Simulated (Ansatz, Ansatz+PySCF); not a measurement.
```xyz
2

P    -0.0354    0.0345   -0.9531
P    -0.0037   -0.0377    0.9781
```

Basis set: def2-SVP (spherical functions). Frozen core: 10 orbitals. Charge 0, multiplicity 1.

Computed with Ansatz (development build ahead of 0.2.0); free ground-state atoms in the same class of orbitals, no zero-point energy, no relativity. Restricted functionals stand beside restricted open-shell atoms, which can lie above the unrestricted atoms usual in DFT and then raise those values.

The atomization energy of singlet P₂ from measured heats of formation, zero-point and thermal terms removed is 5.084 eV (G2/97 set, Curtiss et al., J. Chem. Phys. 106, 1063 (1997), as shipped with ASE); it holds spin-orbit and other relativistic effects.

(1) How far do PBE0 (restricted), RHF-CCSD(T), RHF-MP2, RHF miss it in this basis?

Answers

(1)

| method | atomization energy (eV) | computed − measured (eV) |
| --- | --- | --- |
| PBE0 (restricted) | 4.641 | -0.443 |
| RHF-CCSD(T) | 4.030 | -1.054 |
| RHF-MP2 | 4.159 | -0.925 |
| RHF | 1.280 | -3.804 |

Caution for RHF-CCSD(T), RHF-MP2, RHF: an unrestricted determinant lies well below.
